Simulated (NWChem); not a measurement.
# hydrogen fluoride (HF); SMILES F

```xyz
2

F      0.0000     0.0000     0.0871
H      0.0000     0.0000    -0.8331
```
Atoms are numbered in this order, from 1.

Geometry: optimised at PBE0/def2-SVP.

 States above −ε(HOMO) = 11.9 eV lie in this functional's continuum and hang on the basis.

Task: List the 4 lowest vertical singlet excitations from PBE0/def2-SVPD, TDA (NWChem).

Result: 
| state | energy (eV) | oscillator strength | leading excitation (squared amplitude) |
|---|---|---|---|
| S1 | 10.32 | 0.032 | HOMO → LUMO (0.87) |
| S2 | 10.32 | 0.032 | HOMO−1 → LUMO (0.87) |
| S3 | 14.22 | 0.149 | HOMO−2 → LUMO (0.79) |
| S4 | 14.34 | 0.000 | HOMO → LUMO+2 (0.50) |
